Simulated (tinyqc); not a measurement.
UHF in the sto-6g basis, for BH3, spin multiplicity 1, step by step (part 3 of 3). Computed by tinyqc, a small Python program that keeps every step (integrals from PySCF). Command: `OMP_NUM_THREADS=1 python tinyqc.py 25951 25952 out.jsonl` (the two numbers bound the seeds that draw the settings). One thread of a shared host (Intel(R) Xeon(R) Processor @ 2.60GHz), about 0.3 s of CPU time with the checks.

Geometry (angstrom):
```
atom        x        y       z
B      0.0000   0.0000  0.0120
H      1.4760   0.0000  0.0000
H     -0.7380   1.2790  0.0000
H     -0.7380  -1.2790  0.0000
```

## Iteration 2: diagonalisation and new density

extrapolated F(alpha) (hartree):
```
          1B 1s    1B 2s   1B 2px   1B 2py   1B 2pz    2H 1s    3H 1s    4H 1s
1B 1s   -7.3266  -2.0701  -0.0001   0.0000  -0.0004  -0.2868  -0.2865  -0.2865
1B 2s   -2.0701  -0.8841  -0.0007   0.0000   0.0024  -0.3542  -0.3539  -0.3539
1B 2px  -0.0001  -0.0007   0.0040   0.0000  -0.0502  -0.2761   0.1378   0.1378
1B 2py   0.0000   0.0000   0.0000  -0.0028   0.0000   0.0000  -0.2407   0.2407
1B 2pz  -0.0004   0.0024  -0.0502   0.0000   0.3254  -0.0180   0.0121   0.0121
2H 1s   -0.2868  -0.3542  -0.2761   0.0000  -0.0180  -0.2065  -0.0570  -0.0570
3H 1s   -0.2865  -0.3539   0.1378  -0.2407   0.0121  -0.0570  -0.2067  -0.0564
4H 1s   -0.2865  -0.3539   0.1378   0.2407   0.0121  -0.0570  -0.0564  -0.2067
```

extrapolated F(beta) (hartree):
```
          1B 1s    1B 2s   1B 2px   1B 2py   1B 2pz    2H 1s    3H 1s    4H 1s
1B 1s   -7.3266  -2.0701   0.0000   0.0000  -0.0004  -0.2868  -0.2865  -0.2865
1B 2s   -2.0701  -0.8842   0.0009   0.0000   0.0022  -0.3539  -0.3541  -0.3541
1B 2px   0.0000   0.0009   0.0040   0.0000   0.0502  -0.2759   0.1380   0.1380
1B 2py   0.0000   0.0000   0.0000  -0.0028   0.0000   0.0000  -0.2407   0.2407
1B 2pz  -0.0004   0.0022   0.0502   0.0000   0.3254   0.0221  -0.0080  -0.0080
2H 1s   -0.2868  -0.3539  -0.2759   0.0000   0.0221  -0.2070  -0.0570  -0.0570
3H 1s   -0.2865  -0.3541   0.1380  -0.2407  -0.0080  -0.0570  -0.2065  -0.0564
4H 1s   -0.2865  -0.3541   0.1380   0.2407  -0.0080  -0.0570  -0.0564  -0.2065
```

X:
```
          1B 1s    1B 2s   1B 2px   1B 2py   1B 2pz    2H 1s    3H 1s    4H 1s
1B 1s    1.0307  -0.1596   0.0000   0.0000   0.0002   0.0213   0.0213   0.0213
1B 2s   -0.1596   1.1979   0.0001   0.0000  -0.0015  -0.2079  -0.2076  -0.2076
1B 2px   0.0000   0.0001   1.1038   0.0000   0.0000  -0.2339   0.1168   0.1168
1B 2py   0.0000   0.0000   0.0000   1.1038   0.0000   0.0000  -0.2024   0.2024
1B 2pz   0.0002  -0.0015   0.0000   0.0000   1.0000   0.0019   0.0019   0.0019
2H 1s    0.0213  -0.2079  -0.2339   0.0000   0.0019   1.1241  -0.0087  -0.0087
3H 1s    0.0213  -0.2076   0.1168  -0.2024   0.0019  -0.0087   1.1239  -0.0087
4H 1s    0.0213  -0.2076   0.1168   0.2024   0.0019  -0.0087  -0.0087   1.1239
```

Diagonalise F' = X^T F X, C = X C', fill 4 alpha and 4 beta electrons from the bottom; D(s) = C_occ C_occ^T. Each column has its largest component positive (the first on a tie).

F' = X^T F X (alpha) (hartree):
```
         1        2        3        4        5        6        7        8
1  -7.1561  -1.1057   0.0000   0.0000  -0.0003  -0.0079  -0.0078  -0.0078
2  -1.1057  -0.2339  -0.0005   0.0000  -0.0001  -0.2637  -0.2636  -0.2636
3   0.0000  -0.0005   0.2062   0.0000  -0.0484  -0.3292   0.1643   0.1643
4   0.0000   0.0000   0.0000   0.1993   0.0000   0.0000  -0.2856   0.2856
5  -0.0003  -0.0001  -0.0484   0.0000   0.3254  -0.0085   0.0080   0.0080
6  -0.0079  -0.2637  -0.3292   0.0000  -0.0085   0.0139  -0.0139  -0.0139
7  -0.0078  -0.2636   0.1643  -0.2856   0.0080  -0.0139   0.0139  -0.0138
8  -0.0078  -0.2636   0.1643   0.2856   0.0080  -0.0139  -0.0138   0.0139
```

orbital energies (alpha) (hartree): MO1 -7.3294, MO2 -0.4870, MO3 -0.2994, MO4 -0.2984, MO5 0.3239, MO6 0.4126, MO7 0.5264, MO8 0.5339

coefficients C (alpha):
```
            MO1      MO2      MO3      MO4      MO5      MO6      MO7      MO8
1B 1s    0.9940  -0.2126   0.0000   0.0001  -0.0090  -0.2365   0.0000  -0.0005
1B 2s    0.0235   0.6295   0.0000  -0.0003   0.0395   1.0916   0.0000   0.0030
1B 2px   0.0000   0.0009   0.0000   0.4692   0.1157  -0.0069   0.0000   1.0329
1B 2py   0.0000   0.0000   0.4722   0.0000   0.0000   0.0000   1.0379   0.0000
1B 2pz   0.0000  -0.0025   0.0000   0.0654   0.9872  -0.0380   0.0000  -0.1405
2H 1s   -0.0037   0.2884   0.0000   0.5715  -0.1630  -0.6002   0.0000  -0.7521
3H 1s   -0.0037   0.2879   0.4950  -0.2863   0.0535  -0.6104  -0.6613   0.3726
4H 1s   -0.0037   0.2879  -0.4950  -0.2863   0.0535  -0.6104   0.6613   0.3726
```

F' = X^T F X (beta) (hartree):
```
         1        2        3        4        5        6        7        8
1  -7.1561  -1.1057  -0.0002   0.0000  -0.0003  -0.0079  -0.0078  -0.0078
2  -1.1057  -0.2339   0.0011   0.0000  -0.0003  -0.2635  -0.2637  -0.2637
3  -0.0002   0.0011   0.2062   0.0000   0.0484  -0.3290   0.1644   0.1644
4   0.0000   0.0000   0.0000   0.1994   0.0000   0.0000  -0.2856   0.2856
5  -0.0003  -0.0003   0.0484   0.0000   0.3254   0.0135  -0.0030  -0.0030
6  -0.0079  -0.2635  -0.3290   0.0000   0.0135   0.0133  -0.0139  -0.0139
7  -0.0078  -0.2637   0.1644  -0.2856  -0.0030  -0.0139   0.0142  -0.0138
8  -0.0078  -0.2637   0.1644   0.2856  -0.0030  -0.0139  -0.0138   0.0142
```

orbital energies (beta) (hartree): MO1 -7.3294, MO2 -0.4870, MO3 -0.2993, MO4 -0.2985, MO5 0.3238, MO6 0.4127, MO7 0.5266, MO8 0.5337

coefficients C (beta):
```
            MO1      MO2      MO3      MO4      MO5      MO6      MO7      MO8
1B 1s    0.9940  -0.2126   0.0000   0.0002  -0.0092  -0.2364   0.0000   0.0000
1B 2s    0.0235   0.6295   0.0000  -0.0013   0.0405   1.0915   0.0000  -0.0005
1B 2px   0.0000  -0.0011   0.0000   0.4690  -0.1158   0.0063   0.0000   1.0329
1B 2py   0.0000   0.0000   0.4724   0.0000   0.0000   0.0000   1.0378   0.0000
1B 2pz   0.0000  -0.0023   0.0000  -0.0653   0.9871  -0.0394   0.0000   0.1406
2H 1s   -0.0037   0.2879   0.0000   0.5730   0.1250  -0.6124   0.0000  -0.7486
3H 1s   -0.0037   0.2881   0.4949  -0.2850  -0.0916  -0.6043  -0.6614   0.3760
4H 1s   -0.0037   0.2881  -0.4949  -0.2850  -0.0916  -0.6043   0.6614   0.3760
```

D(alpha) after iteration 2:
```
          1B 1s    1B 2s   1B 2px   1B 2py   1B 2pz    2H 1s    3H 1s    4H 1s
1B 1s    1.0332  -0.1105  -0.0001   0.0000   0.0006  -0.0650  -0.0649  -0.0649
1B 2s   -0.1105   0.3968   0.0004   0.0000  -0.0016   0.1813   0.1812   0.1812
1B 2px  -0.0001   0.0004   0.2201   0.0000   0.0307   0.2684  -0.1341  -0.1341
1B 2py   0.0000   0.0000   0.0000   0.2230   0.0000   0.0000   0.2338  -0.2338
1B 2pz   0.0006  -0.0016   0.0307   0.0000   0.0043   0.0366  -0.0194  -0.0194
2H 1s   -0.0650   0.1813   0.2684   0.0000   0.0366   0.4098  -0.0806  -0.0806
3H 1s   -0.0649   0.1812  -0.1341   0.2338  -0.0194  -0.0806   0.4099  -0.0802
4H 1s   -0.0649   0.1812  -0.1341  -0.2338  -0.0194  -0.0806  -0.0802   0.4099
```

D(beta) after iteration 2:
```
          1B 1s    1B 2s   1B 2px   1B 2py   1B 2pz    2H 1s    3H 1s    4H 1s
1B 1s    1.0332  -0.1105   0.0003   0.0000   0.0005  -0.0648  -0.0650  -0.0650
1B 2s   -0.1105   0.3968  -0.0013   0.0000  -0.0014   0.1804   0.1816   0.1816
1B 2px   0.0003  -0.0013   0.2200   0.0000  -0.0306   0.2684  -0.1340  -0.1340
1B 2py   0.0000   0.0000   0.0000   0.2232   0.0000   0.0000   0.2338  -0.2338
1B 2pz   0.0005  -0.0014  -0.0306   0.0000   0.0043  -0.0381   0.0180   0.0180
2H 1s   -0.0648   0.1804   0.2684   0.0000  -0.0381   0.4112  -0.0803  -0.0803
3H 1s   -0.0650   0.1816  -0.1340   0.2338   0.0180  -0.0803   0.4092  -0.0807
4H 1s   -0.0650   0.1816  -0.1340  -0.2338   0.0180  -0.0803  -0.0807   0.4092
```

## Iteration 11 (converged): orbitals

converged F(alpha) (hartree):
```
          1B 1s    1B 2s   1B 2px   1B 2py   1B 2pz    2H 1s    3H 1s    4H 1s
1B 1s   -7.5446  -2.1133   0.0000   0.0000  -0.0002  -0.2934  -0.2930  -0.2930
1B 2s   -2.1133  -0.9766  -0.0001   0.0000   0.0014  -0.3988  -0.3985  -0.3985
1B 2px   0.0000  -0.0001  -0.0807   0.0000   0.0000  -0.3363   0.1680   0.1680
1B 2py   0.0000   0.0000   0.0000  -0.0806   0.0000   0.0000  -0.2911   0.2911
1B 2pz  -0.0002   0.0014   0.0000   0.0000   0.2384   0.0018   0.0018   0.0018
2H 1s   -0.2934  -0.3988  -0.3363   0.0000   0.0018  -0.2644  -0.0590  -0.0590
3H 1s   -0.2930  -0.3985   0.1680  -0.2911   0.0018  -0.0590  -0.2641  -0.0589
4H 1s   -0.2930  -0.3985   0.1680   0.2911   0.0018  -0.0590  -0.0589  -0.2641
```

converged F(beta) (hartree):
```
          1B 1s    1B 2s   1B 2px   1B 2py   1B 2pz    2H 1s    3H 1s    4H 1s
1B 1s   -7.5446  -2.1133   0.0000   0.0000  -0.0002  -0.2934  -0.2930  -0.2930
1B 2s   -2.1133  -0.9766  -0.0001   0.0000   0.0014  -0.3988  -0.3985  -0.3985
1B 2px   0.0000  -0.0001  -0.0807   0.0000   0.0000  -0.3363   0.1680   0.1680
1B 2py   0.0000   0.0000   0.0000  -0.0806   0.0000   0.0000  -0.2911   0.2911
1B 2pz  -0.0002   0.0014   0.0000   0.0000   0.2384   0.0018   0.0018   0.0018
2H 1s   -0.2934  -0.3988  -0.3363   0.0000   0.0018  -0.2644  -0.0590  -0.0590
3H 1s   -0.2930  -0.3985   0.1680  -0.2911   0.0018  -0.0590  -0.2641  -0.0589
4H 1s   -0.2930  -0.3985   0.1680   0.2911   0.0018  -0.0590  -0.0589  -0.2641
```

As before.

F' = X^T F X (alpha) (hartree):
```
         1        2        3        4        5        6        7        8
1  -7.3759  -1.1094   0.0000   0.0000   0.0001  -0.0068  -0.0067  -0.0067
2  -1.1094  -0.2984   0.0001   0.0000  -0.0011  -0.2919  -0.2917  -0.2917
3   0.0000   0.0001   0.1452   0.0000   0.0000  -0.3729   0.1863   0.1863
4   0.0000   0.0000   0.0000   0.1452   0.0000   0.0000  -0.3228   0.3228
5   0.0001  -0.0011   0.0000   0.0000   0.2385   0.0022   0.0022   0.0022
6  -0.0068  -0.2919  -0.3729   0.0000   0.0022  -0.0153  -0.0125  -0.0125
7  -0.0067  -0.2917   0.1863  -0.3228   0.0022  -0.0125  -0.0154  -0.0125
8  -0.0067  -0.2917   0.1863   0.3228   0.0022  -0.0125  -0.0125  -0.0154
```

orbital energies (alpha) (hartree): MO1 -7.5467, MO2 -0.5837, MO3 -0.3914, MO4 -0.3913, MO5 0.2384, MO6 0.4159, MO7 0.5336, MO8 0.5337

coefficients C (alpha):
```
            MO1      MO2      MO3      MO4      MO5      MO6      MO7      MO8
1B 1s    0.9948  -0.2151   0.0001   0.0000  -0.0050  -0.2308   0.0000  -0.0005
1B 2s    0.0202   0.6487  -0.0004   0.0000   0.0220   1.0808   0.0000   0.0027
1B 2px   0.0000   0.0002   0.4973   0.0000   0.0000  -0.0020   0.0000   1.0262
1B 2py   0.0000   0.0000   0.0000   0.4973   0.0000   0.0000   1.0261   0.0000
1B 2pz   0.0000  -0.0012   0.0000   0.0000   0.9997  -0.0238   0.0000   0.0000
2H 1s   -0.0030   0.2775   0.5527   0.0000  -0.0100  -0.6106   0.0000  -0.7789
3H 1s   -0.0030   0.2771  -0.2766   0.4788  -0.0100  -0.6130  -0.6732   0.3872
4H 1s   -0.0030   0.2771  -0.2766  -0.4788  -0.0100  -0.6130   0.6732   0.3872
```

F' = X^T F X (beta) (hartree):
```
         1        2        3        4        5        6        7        8
1  -7.3759  -1.1094   0.0000   0.0000   0.0001  -0.0068  -0.0067  -0.0067
2  -1.1094  -0.2984   0.0001   0.0000  -0.0011  -0.2919  -0.2917  -0.2917
3   0.0000   0.0001   0.1452   0.0000   0.0000  -0.3729   0.1863   0.1863
4   0.0000   0.0000   0.0000   0.1452   0.0000   0.0000  -0.3228   0.3228
5   0.0001  -0.0011   0.0000   0.0000   0.2385   0.0023   0.0022   0.0022
6  -0.0068  -0.2919  -0.3729   0.0000   0.0023  -0.0153  -0.0125  -0.0125
7  -0.0067  -0.2917   0.1863  -0.3228   0.0022  -0.0125  -0.0154  -0.0125
8  -0.0067  -0.2917   0.1863   0.3228   0.0022  -0.0125  -0.0125  -0.0154
```

orbital energies (beta) (hartree): MO1 -7.5467, MO2 -0.5837, MO3 -0.3914, MO4 -0.3913, MO5 0.2384, MO6 0.4159, MO7 0.5336, MO8 0.5337

coefficients C (beta):
```
            MO1      MO2      MO3      MO4      MO5      MO6      MO7      MO8
1B 1s    0.9948  -0.2151   0.0001   0.0000  -0.0050  -0.2308   0.0000  -0.0005
1B 2s    0.0202   0.6487  -0.0004   0.0000   0.0220   1.0808   0.0000   0.0027
1B 2px   0.0000   0.0002   0.4973   0.0000   0.0000  -0.0020   0.0000   1.0262
1B 2py   0.0000   0.0000   0.0000   0.4973   0.0000   0.0000   1.0261   0.0000
1B 2pz   0.0000  -0.0012   0.0000   0.0000   0.9997  -0.0238   0.0000   0.0000
2H 1s   -0.0030   0.2775   0.5527   0.0000  -0.0100  -0.6106   0.0000  -0.7789
3H 1s   -0.0030   0.2771  -0.2766   0.4788  -0.0100  -0.6130  -0.6732   0.3872
4H 1s   -0.0030   0.2771  -0.2766  -0.4788  -0.0100  -0.6130   0.6732   0.3872
```

D(alpha) after iteration 11:
```
          1B 1s    1B 2s   1B 2px   1B 2py   1B 2pz    2H 1s    3H 1s    4H 1s
1B 1s    1.0359  -0.1194   0.0000   0.0000   0.0002  -0.0626  -0.0626  -0.0626
1B 2s   -0.1194   0.4213  -0.0001   0.0000  -0.0008   0.1797   0.1798   0.1798
1B 2px   0.0000  -0.0001   0.2473   0.0000   0.0000   0.2749  -0.1375  -0.1375
1B 2py   0.0000   0.0000   0.0000   0.2473   0.0000   0.0000   0.2381  -0.2381
1B 2pz   0.0002  -0.0008   0.0000   0.0000   0.0000  -0.0003  -0.0003  -0.0003
2H 1s   -0.0626   0.1797   0.2749   0.0000  -0.0003   0.3825  -0.0760  -0.0760
3H 1s   -0.0626   0.1798  -0.1375   0.2381  -0.0003  -0.0760   0.3826  -0.0759
4H 1s   -0.0626   0.1798  -0.1375  -0.2381  -0.0003  -0.0760  -0.0759   0.3826
```

D(beta) after iteration 11:
```
          1B 1s    1B 2s   1B 2px   1B 2py   1B 2pz    2H 1s    3H 1s    4H 1s
1B 1s    1.0359  -0.1194   0.0000   0.0000   0.0002  -0.0626  -0.0626  -0.0626
1B 2s   -0.1194   0.4213  -0.0001   0.0000  -0.0008   0.1797   0.1798   0.1798
1B 2px   0.0000  -0.0001   0.2473   0.0000   0.0000   0.2749  -0.1375  -0.1375
1B 2py   0.0000   0.0000   0.0000   0.2473   0.0000   0.0000   0.2381  -0.2381
1B 2pz   0.0002  -0.0008   0.0000   0.0000   0.0000  -0.0003  -0.0003  -0.0003
2H 1s   -0.0626   0.1797   0.2749   0.0000  -0.0003   0.3825  -0.0760  -0.0760
3H 1s   -0.0626   0.1798  -0.1375   0.2381  -0.0003  -0.0760   0.3826  -0.0759
4H 1s   -0.0626   0.1798  -0.1375  -0.2381  -0.0003  -0.0760  -0.0759   0.3826
```

## Convergence

Stop when the energy changes by less than 1e-08 hartree and every element of the error matrix X^T (F D S - S D F) X (for each spin) is below 3e-05.

Course of the cycle:
```
iteration  E (hartree)     change  largest element of the error matrix
1           -23.872029          -                             2.85e-01
2           -26.048098  -2.18e+00                             1.25e-01
3           -26.189776  -1.42e-01                             2.18e-02
4           -26.194303  -4.53e-03                             5.97e-03
5           -26.195016  -7.13e-04                             1.69e-03
6           -26.195078  -6.27e-05                             2.15e-04
7           -26.195079  -3.74e-07                             6.61e-05
8           -26.195079  -1.37e-08                             3.86e-05
9           -26.195079  -1.42e-08                             2.37e-05
10          -26.195079  -1.29e-08                             2.60e-06
11          -26.195079  -1.25e-10                             1.25e-06
```

PySCF UHF in the same basis, after a stability check = -26.195079 hartree

Converged in 11 iterations.

## Populations, bond orders and dipole

overlap S:
```
         1B 1s   1B 2s   1B 2px   1B 2py   1B 2pz    2H 1s    3H 1s    4H 1s
1B 1s   1.0000  0.2649   0.0000   0.0000   0.0000   0.0362   0.0361   0.0361
1B 2s   0.2649  1.0000   0.0000   0.0000   0.0000   0.3405   0.3402   0.3402
1B 2px  0.0000  0.0000   1.0000   0.0000   0.0000   0.3831  -0.1914  -0.1914
1B 2py  0.0000  0.0000   0.0000   1.0000   0.0000   0.0000   0.3316  -0.3316
1B 2pz  0.0000  0.0000   0.0000   0.0000   1.0000  -0.0031  -0.0031  -0.0031
2H 1s   0.0362  0.3405   0.3831   0.0000  -0.0031   1.0000   0.0474   0.0474
3H 1s   0.0361  0.3402  -0.1914   0.3316  -0.0031   0.0474   1.0000   0.0473
4H 1s   0.0361  0.3402  -0.1914  -0.3316  -0.0031   0.0474   0.0473   1.0000
```

Mulliken: Z minus the diagonal of D S on the atom; Loewdin: the same with S^(1/2) D S^(1/2); Mayer order: 2 sum_s sum (D(s) S)_ij (D(s) S)_ji over the two atoms.

Charges (e):
```
atom  Mulliken  Loewdin  Mulliken spin
1B      0.2375   0.2309      -7.29e-07
2H     -0.0792  -0.0770      -1.29e-06
3H     -0.0792  -0.0770       1.01e-06
4H     -0.0792  -0.0770       1.01e-06
```

Mayer bond orders:
```
pair   order
2-1   0.9694
3-1   0.9694
3-2   0.0122
4-1   0.9694
4-2   0.0122
4-3   0.0122
```

dipole moment about the origin, x y z (debye): 0.0000  0.0000  0.0299

<S^2> of the determinant (pure state: 0) = 1.19e-10
